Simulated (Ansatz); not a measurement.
# [AlH3]− (SMILES [AlH3-]): U-revPBE/6-31G(d) (spherical functions)

Aim: the energy change on altering one bond length of [AlH3]− at U-revPBE/6-31G* (spherical functions), from 2 runs. 

The calculation is run with Ansatz 0.2.0.

### Step 1. Starting point

The species is [AlH3]− (4 atoms), meant as a doublet with charge -1. As SMILES, `[AlH3-]`. The shape comes from GFN2-xTB, which is rough for such elements, and wasn't checked as a minimum.

Bond lengths: Al1–H2 1.684 Å, Al1–H3 1.685 Å, Al1–H4 1.685 Å. Angles: H2–Al1–H3 101.1°, H2–Al1–H4 101.1°, H3–Al1–H4 101.1°.

### Step 2. The energy at U-revPBE/6-31G(d) (spherical functions)

run.yaml

```yaml
basis:
  gaussian: {orbitals: 6-31G_st_-spherical.json}
crystal:
  periodic: [false, false, false]
  atoms:
    - symbol: Al
      position_ang: [-0.161060, 0.455350, -0.307260]
    - symbol: H
      position_ang: [0.471920, 0.754070, 1.224440]
    - symbol: H
      position_ang: [-1.350110, -0.683860, 0.050500]
    - symbol: H
      position_ang: [1.039250, -0.525560, -0.967690]
hamiltonian: {xc: {name: revPBE}}
accuracy: high
magnetization: {spin_polarized: true, initial_magnetization: 1}
total_charge: -1
```

The basis set 6-31G* is read from a file made from the Basis Set Exchange's data (not shown).

Launch:

```bash
ansatz run run.yaml --threads 1 --pin off --max-ram 2610MiB --events-out events.jsonl --progress --plain --runs-dir runs
```

Output:

```text
Warning: RAYON_NUM_THREADS=1 ignored (pool sized by the plan → 1); use --threads N
Functional definition: revPBE
  name "revPBE"
  parameter kappa = 1.245
  parameter beta = 0.06672455060314922
  exchange = pbe_x(kappa = kappa, mu = beta*pi^2/3)
  correlation = pbe_c(beta = beta)
453 factors; integrals over basis functions are off by at most 3.8e-9 eV
mean field evaluation 1: about -6642.4630 eV, gradient 7.1e0 eV
mean field evaluation 2: about -6642.5399 eV, gradient 6.1e0 eV
mean field evaluation 4: about -6642.9461 eV, gradient 6.7e-2 eV
mean field evaluation 8: about -6642.9439 eV, gradient 8.8e-4 eV
mean field evaluation 16: about -6642.9439 eV, gradient 1.7e-7 eV
mean field -6642.94389636 eV, -244.1236854421 hartree, gradient 2.8e-8 eV, S^2 0.751719; 0 other end points of the search recorded, 0 dependent functions left out
reference -6642.94390058 eV, -244.1236855972 hartree; 9, 8 occupied and 15, 16 virtual orbitals, 453 factors
Total energy: -6642.94390058 eV, -244.1236855972 hartree
```

Run time: 1.4 s. Hardware: 1 thread of Arm Neoverse V2, shared host; peak memory 0.11 GiB.

### Step 3. The distorted shape

in.yaml

```yaml
crystal:
  periodic: [false, false, false]
  atoms:
    - {symbol: Al, position_ang: [-0.319322, 0.380662, -0.690227]}
    - {symbol: H, position_ang: [0.471920, 0.754070, 1.224440]}
    - {symbol: H, position_ang: [-1.508372, -0.758548, -0.332467]}
    - {symbol: H, position_ang: [0.880988, -0.600248, -1.350657]}
basis:
  gaussian: {orbitals: 6-31G_st_-spherical.json}
hamiltonian: {xc: {name: revPBE}}
accuracy: high
magnetization: {spin_polarized: true, initial_magnetization: 1}
total_charge: -1
```

The basis set 6-31G* is read from a file made from the Basis Set Exchange's data (not shown).

Launch:

```bash
ansatz run in.yaml --threads 1 --pin off --max-ram 2610MiB --events-out events.jsonl --progress --plain --runs-dir runs
```

Output:

```text
Warning: RAYON_NUM_THREADS=1 ignored (pool sized by the plan → 1); use --threads N
Functional definition: revPBE
  name "revPBE"
  parameter kappa = 1.245
  parameter beta = 0.06672455060314922
  exchange = pbe_x(kappa = kappa, mu = beta*pi^2/3)
  correlation = pbe_c(beta = beta)
454 factors; integrals over basis functions are off by at most 3.6e-9 eV
mean field evaluation 1: about -6641.8361 eV, gradient 7.8e0 eV
mean field evaluation 2: about -6641.4456 eV, gradient 9.1e0 eV
mean field evaluation 4: about -6642.4675 eV, gradient 4.1e-1 eV
mean field evaluation 8: about -6642.4668 eV, gradient 4.4e-3 eV
mean field evaluation 16: about -6642.4668 eV, gradient 7.4e-7 eV
mean field -6642.46681524 eV, -244.1061530343 hartree, gradient 4.3e-8 eV, S^2 0.751609; 0 other end points of the search recorded, 0 dependent functions left out
reference -6642.46681951 eV, -244.1061531913 hartree; 9, 8 occupied and 15, 16 virtual orbitals, 454 factors
Total energy: -6642.46681951 eV, -244.1061531913 hartree
```

Run time: 1.3 s. Hardware: 1 thread of Arm Neoverse V2, shared host; peak memory 0.11 GiB.

### Step 4. Summary of results

At U-revPBE/6-31G* (spherical functions):

```
                                                          quantity          value
                                         first shape: total energy  -244.12369 Eh
                                                 first shape: ⟨S²⟩          0.752
                                     distorted shape: total energy  -244.10615 Eh
                                             distorted shape: ⟨S²⟩          0.752
energy change with the Al1–H2 bond stretched from 1.684 to 2.105 Å       0.477 eV
```

In words: With the Al1–H2 bond stretched from 1.684 to 2.105 Å the energy rises by 0.48 eV (46.0 kJ/mol). The first shape isn't relaxed at this level, so the change isn't measured from a minimum.
